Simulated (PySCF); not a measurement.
# Bond dissociation energies of methane

Molecule: methane, `C` (CH4). Non-hydrogen atoms are numbered in `[CH4:1]`.

Energies: ωB97X-D3(BJ)/def2-TZVP (PySCF, density fitting, integration grid level 2) on PBE0-D3(BJ)/def2-SVP structures. ωB97X-D3(BJ) is ωB97X-V with D3(BJ) in place of VV10. Thermal corrections: PBE0-D3(BJ)/def2-SVP frequencies, unscaled, ideal gas at 298.15 K and 1 bar, quasi-RRHO entropy.

| bond | r / Å | radicals | BDE(298 K) / kcal/mol | BDFE / kcal/mol | D₀ / kcal/mol | Dₑ / kcal/mol |
| --- | --- | --- | --- | --- | --- | --- |
| C1–H | 1.098 | CH3• + H• | 104.2 | 95.4 | 102.6 | 112.1 |

Homolysis to relaxed radicals in the gas phase; the table need not hold every single bond outside rings.

Against the Active Thermochemical Tables (version 1.112): C1–H 439 (computed 436, error -3) kJ/mol.

Hardware: 1 thread of AMD EPYC 9R45 96-Core, shared with other jobs. Command: `OMP_NUM_THREADS=1 python redox_run.py task.json out`. Structures, frequencies and single points: 5.8 s.
